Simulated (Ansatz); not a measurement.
**BSiH (singlet): wB97M-V, B2PLYP, RKS PBE0 over a scan of the scale of all distances, 6-31G**

Aim: run BSiH (singlet) with these functionals over a scan of the scale of all distances, and hold them against the top wave-function level at the same points.

The runs use Ansatz 0.2.0, Gaussian basis; 6-31G, all electrons in the functionals, frozen cores in the correlation of double hybrids and RPA.

Plan: wB97M-V, B2PLYP, RKS PBE0, at 0.883; 1.000; 1.126; 1.308; 1.474; 1.760; 1.988; 2.447.

21 further runs of the same task are left out: 1 for a mislabelled method, 1 for a known fault of the program, 18 that didn't finish, 1 set aside as unsound or not needed.

### 1 The geometry

The geometry derives from a PBE0/def2-TZVP stationary point (not a proven minimum). All distances are scaled together.

3 atoms, charge 0, spin multiplicity 1.

Atoms are counted from 1 here; the program's logs count them from 0.

Bond lengths: Si1–B2 2.039 Å, Si1–H3 1.516 Å. Angles: B2–Si1–H3 180.0°.

No dispersion term is added; wB97M-V holds VV10 nonlocal correlation.

The geometry shown and the zero of energy belong to the point 1.000. The yardstick, FCI, and other wave-function levels (R restricted, U unrestricted, valence and pair active spaces) come from earlier runs.

### 2 wB97M-V, 0.883

Input file in.yaml:

```yaml
crystal:
  periodic: [false, false, false]
  atoms:
    - {symbol: Si, position_ang: [0.000000, 0.000000, 0.153845]}
    - {symbol: B, position_ang: [0.000000, 0.000000, -1.646200]}
    - {symbol: H, position_ang: [0.000000, 0.000000, 1.492354]}
basis:
  gaussian: {orbitals: 6-31G}
magnetization: {spin_polarized: true, initial_magnetization: 0}
hamiltonian: {xc: {name: wB97M-V}}
output: {orbitals: {seedname: orbitals}}
```

Run with:

```console
> ansatz run in.yaml --threads 1 --pin off --events-out ev --progress --plain --max-ram 2393MiB
```

The runs that follow: wB97M-V, 1.000; wB97M-V, 1.126; wB97M-V, 1.308; wB97M-V, 1.474; wB97M-V, 1.760; wB97M-V, 1.988; wB97M-V, 2.447; B2PLYP, 0.883; B2PLYP, 1.000; B2PLYP, 1.126; B2PLYP, 1.308; B2PLYP, 1.474; B2PLYP, 1.760; B2PLYP, 1.988; B2PLYP, 2.447; RKS PBE0, 0.883; RKS PBE0, 1.000; RKS PBE0, 1.126; RKS PBE0, 1.308; RKS PBE0, 1.474; RKS PBE0, 1.760; RKS PBE0, 1.988; RKS PBE0, 2.447.

Q: Predict the results of all the runs planned. Wanted: span of the FCI curve; largest miss, RKS PBE0.

The runs gave:

| quantity | value |
| --- | --- |
| span of the FCI curve | 73.0 kcal/mol |
| largest miss, RKS PBE0 | +81.7 kcal/mol (2.447) |

What this shows: RKS PBE0 strays by up to 81.7 kcal/mol, at 2.447. Functionals and the yardstick converge differently with the basis, so part of each miss in 6-31G is the basis.
